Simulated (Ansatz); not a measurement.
We consider HgS (P3₂21, No. 154), described by LDA in Ansatz (plane waves, PAW).

Settings: plane-wave cutoff 520 eV, 12×12×4 k mesh (along the axes of the cell as run), Fermi–Dirac smearing 0.01 eV, scalar-relativistic PAW data made under PBE.

Shape and atoms are relaxed at each volume.

Pressure at four volumes; x = ln(V/21.831 Å³). One pressure is withheld.

| V (Å³/atom) | x | P (GPa) |
|---|---|---|
| 20.958 | -0.0408 | ? |
| 21.395 | -0.0202 | 0.802 |
| 21.831 | 0.0000 | -0.002 |
| 22.705 | 0.0393 | -1.138 |

Task: Pass a parabola P(x) through the three rows shown, estimate the bulk modulus and its pressure derivative near zero pressure, and predict the withheld pressure.

Result: Slopes between the rows: (-0.002 − (0.802))/(0.0000 − (-0.0202)) = -39.80 and (-1.138 − (-0.002))/(0.0393 − (0.0000)) = -28.91 GPa. Their difference over the span 0.0595 is c = 10.89/0.0595 = 183.0 GPa, so P(x) = 0.802 + (-39.80)(x − (-0.0202)) + 183.0 (x − (-0.0202))(x − (0.0000)). At the middle row B = −dP/dx = −[-39.80 + 183.0 × 0.0202] = 36.1 GPa, and B′ = dB/dP = 2c/B = 10.1. At x = -0.0408 the parabola gives 1.776 GPa; the run gives 1.786 GPa. The Birch–Murnaghan fit to the energies at all volumes has B0 = 35.8 GPa and B′ = 10.4.

Note: the volume lies 7 % below that of the published cell.

Spin–orbit coupling is not included; it can shift volumes and moduli of such heavy elements.

Ansatz is a program for electronic structure.
